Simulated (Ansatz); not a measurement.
A geometry relaxed with PBE-D3(BJ)/def2-SVP (Ansatz, a program for electronic structure), charge 0, multiplicity 2:

```xyz
4

C      0.0000     0.0000     0.0000
H     -0.6568    -0.8802     0.0040
H     -0.4339     1.0089     0.0000
H      1.0906    -0.1287    -0.0041
```

**Question.** Write the SMILES of this molecule.

**Answer.** `[CH3]`
